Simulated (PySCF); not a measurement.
# MgCl⁻: script and output

File input.py (PySCF 2.14):

```python
from pyscf import gto, dft

mol = gto.M(
    atom='Mg 0 0 0; Cl 0 0 2.593',
    basis='jorge-dzp',
    charge=-1,
    spin=0,
    verbose=4,
)
mf = dft.RKS(mol, xc='m062x')
mf.kernel()
mf.dip_moment()
print('orbital energies (hartree):', mf.mo_energy[..., max(0, mol.nelec[1]-3):mol.nelec[0]+3].round(4))
```

```bash
$ OMP_NUM_THREADS=1 python input.py
```

The log:

```
PySCF version 2.14.0

[INPUT] verbose = 4
[INPUT] num. atoms = 2
[INPUT] num. electrons = 30
[INPUT] charge = -1
[INPUT] spin (= nelec alpha-beta = 2S) = 0
[INPUT] symmetry False subgroup None
[INPUT] Mole.unit = angstrom
[INPUT] Symbol           X                Y                Z      unit          X                Y                Z       unit  Magmom
[INPUT]  1 Mg     0.000000000000   0.000000000000   0.000000000000 AA    0.000000000000   0.000000000000   0.000000000000 Bohr   0.0
[INPUT]  2 Cl     0.000000000000   0.000000000000   2.593000000000 AA    0.000000000000   0.000000000000   4.900059840997 Bohr   0.0

nuclear repulsion = 41.632144630806
number of shells = 24
number of NR pGTOs = 88
number of NR cGTOs = 48
basis = jorge-dzp
ecp = {}

******** <class 'pyscf.dft.rks.RKS'> ********
method = RKS
initial guess = minao
damping factor = 0
level_shift factor = 0
DIIS = <class 'pyscf.scf.diis.CDIIS'>
diis_start_cycle = 1
diis_space = 8
diis_damp = 0
SCF conv_tol = 1e-09
SCF conv_tol_grad = None
SCF max_cycles = 50
direct_scf = True
direct_scf_tol = 1e-13
XC library pyscf.dft.libxc version 7.0.0
    S. Lehtola, C. Steigemann, M. J.T. Oliveira, and M. A.L. Marques.,  SoftwareX 7, 1–5 (2018)
XC functionals = m062x
    Y. Zhao and D. G. Truhlar.,  Theor. Chem. Acc. 120, 215 (2008)
    Y. Zhao and D. G. Truhlar.,  Theor. Chem. Acc. 120, 215 (2008)
radial grids:
    Treutler-Ahlrichs [JCP 102, 346 (1995); DOI:10.1063/1.469408] (M4) radial grids

becke partition: Becke, JCP 88, 2547 (1988); DOI:10.1063/1.454033
pruning grids: <function nwchem_prune>
grids dens level: 3
symmetrized grids: False
atomic radii adjust function: <function treutler_atomic_radii_adjust>
small_rho_cutoff = 0
Set gradient conv threshold to 3.16228e-05
Initial guess from minao.
tot grids = 37464
init E= -660.14994982126
  HOMO = -0.191789916697573  LUMO = -0.00376950836513457  gap/eV = 5.11630
cycle= 1 E= -660.305563746033  delta_E= -0.156  |g|= 0.369  |ddm|= 0.723
  HOMO = -0.00220643014008655  LUMO = 0.159150563015253  gap/eV = 4.39075
cycle= 2 E= -660.328627705844  delta_E= -0.0231  |g|= 0.344  |ddm|= 1.07
  HOMO = -0.0200583684189723  LUMO = 0.155612145087748  gap/eV = 4.78024
cycle= 3 E= -660.358578960355  delta_E= -0.03  |g|= 0.018  |ddm|= 0.338
  HOMO = -0.0265789416652211  LUMO = 0.1505513758462  gap/eV = 4.81996
cycle= 4 E= -660.358727821297  delta_E= -0.000149  |g|= 0.00472  |ddm|= 0.0442
  HOMO = -0.0264936565831846  LUMO = 0.150427406417422  gap/eV = 4.81427
cycle= 5 E= -660.358742362151  delta_E= -1.45e-05  |g|= 0.00194  |ddm|= 0.0167
  HOMO = -0.0266138908026932  LUMO = 0.150241683261106  gap/eV = 4.81249
cycle= 6 E= -660.358744104946  delta_E= -1.74e-06  |g|= 0.000251  |ddm|= 0.00443
  HOMO = -0.0265283601465143  LUMO = 0.15027629980972  gap/eV = 4.81110
cycle= 7 E= -660.358744181563  delta_E= -7.66e-08  |g|= 5.44e-05  |ddm|= 0.00118
  HOMO = -0.0265318575348772  LUMO = 0.150271499543852  gap/eV = 4.81106
cycle= 8 E= -660.358744184457  delta_E= -2.89e-09  |g|= 1.57e-05  |ddm|= 0.00017
  HOMO = -0.0265308395874229  LUMO = 0.150271858761508  gap/eV = 4.81105
cycle= 9 E= -660.358744184548  delta_E= -9.06e-11  |g|= 1.76e-06  |ddm|= 2.84e-05
  HOMO = -0.0265306867872539  LUMO = 0.15027196131866  gap/eV = 4.81105
Extra cycle  E= -660.358744184549  delta_E= -1.14e-12  |g|= 9.6e-07  |ddm|= 4.6e-06
converged SCF energy = -660.358744184549

WARN: System has nonzero charge -1; the dipole moment is origin-dependent.
Location of origin: [0. 0. 0.]

Dipole moment(X, Y, Z, Debye): -0.00000,  0.00000, -5.12156
orbital energies (hartree): [-0.147  -0.147  -0.0265  0.1503  0.1503  0.1909]
```

In short: E(SCF) = -660.358744 Eh, 9 cycles.

It ran on Intel Xeon Platinum 8259CL @ 2.50GHz (1 thread, shared host) in 3.1 s.

The basis has no diffuse functions, which an anion needs. Stability towards an unrestricted solution was not tested. The bond length is a typed value, not an optimised one. The dipole of an ion depends on the origin.
